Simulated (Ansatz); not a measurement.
# Al₂H₄, SMILES [AlH2][AlH2]: an active-space calculation

Program: Ansatz 0.2.0, Python API.

Interactive session:
```pycon
>>> import ansatz as az
>>> BASIS = "def2-SVP"
>>> geometry_ang = [
...     ("Al", [-0.6159, -1.1018, -0.1009]),
...     ("Al", [0.6454, 1.0417, 0.1049]),
...     ("H", [-2.1131, -1.1907, 0.5996]),
...     ("H", [-0.017, -2.2593, -0.9826]),
...     ("H", [2.0671, 1.1727, -0.638]),
...     ("H", [0.0756, 2.2735, 0.9707]),
... ]
>>> geometry = az.Crystal.molecule()
>>> for symbol, xyz in geometry_ang:
...     geometry = geometry.atom(symbol, xyz)
...
>>> calculation = (
...     geometry.calculation()
...     .basis(gaussian=BASIS)
...     .correlation(active_electrons=4, active_orbitals=4)
... )
>>> for method in [None]:
...     rep = (calculation if method is None else calculation.correlation(method)).run().report
...     space = rep["configurations"]
...     state = space["states"][0]
...     print(method or "casscf", f"total {rep['free_energy_ev'] / 27.211386246:.6f} Ha, active-space state {state['energy']['hartree']:.6f} Ha, mean field {rep['reference_energy_ev'] / 27.211386246:.6f} Ha")
...     print("  determinants", state["n_determinants"], " natural occupations", [round(n, 3) for n in space["natural_occupations"]])
...
casscf total -485.985903 Ha, active-space state -485.985903 Ha, mean field -485.957878 Ha
  determinants 36  natural occupations [1.978, 1.976, 0.024, 0.022]
```

What to keep in mind:
- Total energies depend on the basis set; only differences at equal settings carry meaning.
- The geometry is a force-field or estimated start, not a minimum of this method, and the basis set is short of its limit. The active space starts as a window about the frontier orbitals and is then optimised, not chosen by chemistry.
- Finished in 2.1 s on 1 thread of Arm Neoverse V1, with other jobs on the host, peak memory 0.14 GiB.
